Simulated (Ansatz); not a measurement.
# C₃H₇NO: basis-set convergence

Aim: see how fast density functionals converge with the basis set for C₃H₇NO.

Method: one geometry, several basis sets; program: Ansatz 0.2.0, Gaussian basis.

The runs, in order: PBE0-D4/def2-SVP; ωB97M-V/def2-SVP; PBE0-D4/def2-QZVPP; ωB97M-V/def2-QZVPP; the functionals' def2-TZVPP values are taken from earlier runs.

## Step 1: The relaxed structure

An earlier PBE0-D4 in a triple-zeta def2 set relaxation fixed the geometry.

12 atoms, charge 0, spin multiplicity 1.

Atoms are counted from 1 here; the program's logs count them from 0.

Bond lengths: C1–C2 1.341 Å, C1–H6 1.078 Å, C1–H7 1.081 Å, C2–O3 1.358 Å, C2–N4 1.366 Å, O3–H8 0.961 Å, N4–C5 1.436 Å, N4–H9 1.007 Å, C5–H10 1.093 Å, C5–H11 1.099 Å, C5–H12 1.090 Å. Angles: C2–C1–H6 121.5°, C2–C1–H7 120.4°, H6–C1–H7 118.1°, C1–C2–O3 123.9°, C1–C2–N4 126.5°, O3–C2–N4 109.5°, C2–O3–H8 108.1°, C2–N4–C5 120.1°, C2–N4–H9 113.5°, C5–N4–H9 116.8°, N4–C5–H10 110.0°, N4–C5–H11 113.0°, N4–C5–H12 109.0°, H10–C5–H11 108.0°, H10–C5–H12 107.9°, H11–C5–H12 108.8°.

## Step 2: PBE0-D4 in def2-SVP

Contents of in.yaml:

```yaml
crystal:
  periodic: [false, false, false]
  atoms:
    - {symbol: C, position_ang: [1.212065, -0.360202, 0.810525]}
    - {symbol: C, position_ang: [-0.115795, -0.477294, 0.661412]}
    - {symbol: O, position_ang: [-0.896777, -1.281032, 1.429180]}
    - {symbol: N, position_ang: [-0.895408, 0.192704, -0.238274]}
    - {symbol: C, position_ang: [-0.286609, 0.972463, -1.278730]}
    - {symbol: H, position_ang: [1.799403, 0.263162, 0.155173]}
    - {symbol: H, position_ang: [1.719912, -0.869975, 1.617870]}
    - {symbol: H, position_ang: [-0.323429, -1.787022, 2.010517]}
    - {symbol: H, position_ang: [-1.745215, -0.293116, -0.473294]}
    - {symbol: H, position_ang: [0.287537, 1.793806, -0.842532]}
    - {symbol: H, position_ang: [0.389766, 0.385887, -1.915577]}
    - {symbol: H, position_ang: [-1.068549, 1.405321, -1.902169]}
basis:
  gaussian: {orbitals: def2-SVP}
hamiltonian: {xc: pbe0, dispersion: d4}
output: {orbitals: {seedname: orbitals}}
```

The runs that follow: ωB97M-V in def2-SVP; PBE0-D4 in def2-QZVPP; ωB97M-V in def2-QZVPP.

Q: Predict the results of all the runs planned. Wanted: PBE0-D4: double and triple zeta above quadruple; ωB97M-V: double and triple zeta above quadruple.

The runs gave:

| quantity | value |
| --- | --- |
| PBE0-D4: double and triple zeta above quadruple | 8.11, 0.39 eV |
| ωB97M-V: double and triple zeta above quadruple | 8.41, 0.37 eV |

**Reading.** For PBE0-D4 the step from double to triple zeta gains 7.72 eV and the next only 0.39 eV. These are total energies; as a rule much of such shifts cancels in differences, which this series doesn't test. The LUMO of ωB97M-V is positive and keeps falling with the basis (3.48 to 1.77 eV): an unbound level that the basis holds in place.
